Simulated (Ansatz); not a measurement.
# CH3O radical: how energies converge with the basis set

One table from this session's results is given with a row withheld; the runs are named, their logs left out.

The runs use Ansatz 0.2.0, Gaussian basis; one geometry, several basis sets.

Levels to be run: PBE0-D4/def2-SVP; ωB97M-V/def2-SVP; PBE0-D4/def2-QZVPP; ωB97M-V/def2-QZVPP; CCSD(T)/cc-pV(D+d)Z; CCSD(T)/cc-pV(T+d)Z; MP2/cc-pV(Q+d)Z; the functionals' def2-TZVPP values are taken from earlier runs.

2 further runs of the same task are left out: 2 that didn't finish.

## The geometry

All runs share one geometry, relaxed beforehand with PBE0-D4 in a triple-zeta def2 set.

SMILES `C[O]`, 5 atoms, charge 0, spin multiplicity 2.

Atoms are counted from 1 here; the program's logs count them from 0.

Bond lengths: C1–O2 1.355 Å, C1–H3 1.108 Å, C1–H4 1.100 Å, C1–H5 1.100 Å. Angles: O2–C1–H3 105.3°, O2–C1–H4 113.5°, O2–C1–H5 113.5°, H3–C1–H4 106.2°, H3–C1–H5 106.2°, H4–C1–H5 111.5°.

Set-up of the first run:

The input, in.yaml:

```yaml
crystal:
  periodic: [false, false, false]
  atoms:
    - {symbol: C, position_ang: [-0.000308, 0.051862, 0.013833]}
    - {symbol: O, position_ang: [0.981099, -0.843283, -0.253951]}
    - {symbol: H, position_ang: [-0.948668, -0.508188, -0.108125]}
    - {symbol: H, position_ang: [-0.041645, 0.884452, -0.703826]}
    - {symbol: H, position_ang: [0.009523, 0.415156, 1.052079]}
basis:
  gaussian: {orbitals: def2-SVP}
magnetization: {spin_polarized: true, initial_magnetization: 1}
hamiltonian: {xc: pbe0, dispersion: d4}
output: {orbitals: {seedname: orbitals}}
```

Steps of the session up to this table: PBE0-D4 in def2-SVP; ωB97M-V in def2-SVP; PBE0-D4 in def2-QZVPP; ωB97M-V in def2-QZVPP.

One of the session's tables, all rows but one given; the rest of the session is left out.

It belongs to the step «Density functionals: the series». 

```
functional       basis  HOMO (eV)  LUMO (eV)
   PBE0-D4    def2-SVP      -7.44      -3.10
   PBE0-D4  def2-TZVPP      -7.73      -3.45
   PBE0-D4  def2-QZVPP      -7.79      -3.51
   ωB97M-V    def2-SVP      -9.89      -0.77
   ωB97M-V  def2-TZVPP          ?          ?
   ωB97M-V  def2-QZVPP     -10.24      -1.28
```

Q: Estimate the row for ωB97M-V, def2-TZVPP from the others.

The run gave: HOMO (eV): -10.18; LUMO (eV): -1.19. In the column «HOMO (eV)» it lies between ωB97M-V, def2-QZVPP (-10.24) and ωB97M-V, def2-SVP (-9.89).
